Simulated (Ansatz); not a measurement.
```yaml
crystal:
  periodic: [false, false, false]
  atoms:
    - {symbol: C, position_ang: [-0.988102, -0.962342, 1.006535]}
    - {symbol: C, position_ang: [-0.054812, -0.251422, 0.119944]}
    - {symbol: C, position_ang: [1.041899, -0.447195, -0.610359]}
    - {symbol: N, position_ang: [1.770776, 0.287081, -1.356996]}
    - {symbol: C, position_ang: [0.959036, 1.348134, -1.092682]}
    - {symbol: N, position_ang: [-0.077159, 1.079637, -0.265700]}
    - {symbol: H, position_ang: [-0.693868, -2.006018, 1.110017]}
    - {symbol: H, position_ang: [-2.002598, -0.924856, 0.604413]}
    - {symbol: H, position_ang: [-0.999739, -0.503950, 1.997512]}
    - {symbol: H, position_ang: [1.127668, 2.329730, -1.509683]}
basis:
  gaussian: {orbitals: def2-mTZVPP, point_charges: [{charge: 2.00, position_ang: [4.622, 0.839, -0.380]}]}
total_charge: 4
magnetization: {spin_polarized: true, initial_magnetization: 0}
hamiltonian: {xc: {name: r2SCAN0}, pseudopotentials: {relativity: scalar}}
accuracy: high
```

```sh
$ ansatz run in.yaml --threads 4 --pin off --events-out ev --progress --plain --max-ram 10444MiB
```

Output, abridged:

```
Functional definition: r2SCAN0
3069 factors; integrals over basis functions are off by at most 6.1e-9 eV
mean field evaluation 1: about -7010.3977 eV, gradient 1.0e2 eV
mean field evaluation 2: about -6129.2718 eV, gradient 3.5e2 eV
mean field evaluation 4: about -7032.9800 eV, gradient 8.8e1 eV
mean field evaluation 8: about -7080.6276 eV, gradient 1.2e1 eV
mean field evaluation 16: about -7081.3479 eV, gradient 2.4e-1 eV
mean field evaluation 32: about -7081.3482 eV, gradient 1.6e-3 eV
mean field evaluation 96: about -7083.4753 eV, gradient 3.5e-5 eV
mean field -7083.47528484 eV, -260.3129153660 hartree, gradient 4.3e-8 eV, S^2 1.310311; 11 other end points of the search recorded, 0 dependent functions left out
reference -7083.47528631 eV, -260.3129154201 hartree; 19, 19 occupied and 125, 125 virtual orbitals, 3069 factors
Total energy: -7083.47528631 eV, -260.3129154201 hartree
Relativity: scalar
```

Question: Something in this input is off. What?

Answer: The charge is far from anything that the molecule holds. Self-consistency was reached. The result belongs to that input, not to the molecule as meant.
